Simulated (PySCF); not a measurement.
SF₂ to SF₅: adding ligands

Level: PBE in the def2-TZVP basis family, all electrons, no relativity, computed in PySCF with density fitting; open shells unrestricted.

Each entry is the lowest minimum that a search over a few typed start shapes (and spin states, where more than one is plausible) found, or that minimum re-optimised at the stated level; isomers with ligand–ligand bonds, or fragments after loss of a ligand pair, can lie lower.

```csv
molecule,2S+1,point group,mean bond to S (Å),polar-tensor charge of S,atomisation (kJ/mol),gap (eV),lowest ω (cm⁻¹)
SF₂,1,C2v,1.620,0.88,801,2.84,323
SF₄,1,C2v,1.636,2.29,1512,4.97,204
SF₅,2,C4v,1.630,2.74,1719,–,208
```

Left out of the table are members whose search was unfinished or whose lowest solution was spin-contaminated, unstable, very soft or bonded differently.
